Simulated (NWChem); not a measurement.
# N₂H cation; SMILES N#[NH+]

```xyz
3

N      0.0000     0.0000     0.6578
N      0.0000     0.0000    -0.4350
H      0.0000     0.0000    -1.4794
```
Atoms are numbered in this order, from 1.

Structure relaxed at the PBE0/def2-SVP level.

Task: Give the principal values of the shielding tensors (ppm) of N1, N2 from KT2/pcSseg-1, GIAO (NWChem), with their diamagnetic and paramagnetic parts as GIAO splits them.

Result: 
```csv
atom,σ11,σ22,σ33,isotropic,diamagnetic,paramagnetic
N1,-255.0,-255.0,335.7,-58.1,315.8,-373.9
N2,-105.3,-105.3,340.9,43.5,319.1,-275.6
```
